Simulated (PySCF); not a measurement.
Molecule: CH3O, net charge -1, singlet state. 
Geometry from a B3LYP-D3(BJ)/def2-TZVP (Ansatz) optimisation:
```xyz
5

C     -0.5212     0.0979     0.0242
O      0.7752    -0.1455    -0.0360
H     -1.0129     0.0062     1.0555
H     -0.8624     1.1430    -0.3000
H     -1.1989    -0.5721    -0.6129
```
Charge -1, spin multiplicity 1.

Dispersion corrections to the total energy (kcal/mol) from the dftd3 and dftd4 libraries through PySCF: D3(BJ) without and D4 with the three-body term, each with the damping fitted for the functional named.

```json
[
 {"functional": "HF", "D3(BJ)": "-10.08", "D4": "-5.71"},
 {"functional": "TPSSh", "D3(BJ)": "-0.97", "D4": "___"},
 {"functional": "r2SCAN", "D3(BJ)": "-0.22", "D4": "___"},
 {"functional": "CAM-B3LYP", "D3(BJ)": "-0.58", "D4": "-0.95"},
 {"functional": "revPBE", "D3(BJ)": "-2.63", "D4": "-5.37"},
 {"functional": "BLYP", "D3(BJ)": "-1.90", "D4": "-2.92"},
 {"functional": "B2GP-PLYP", "D3(BJ)": "___", "D4": "-0.48"}
]
```

**Question.** Some entries are withheld; supply them.

**Answer.** 
- TPSSh, D4: -1.50
- r2SCAN, D4: -0.29
- B2GP-PLYP, D3(BJ): -0.42
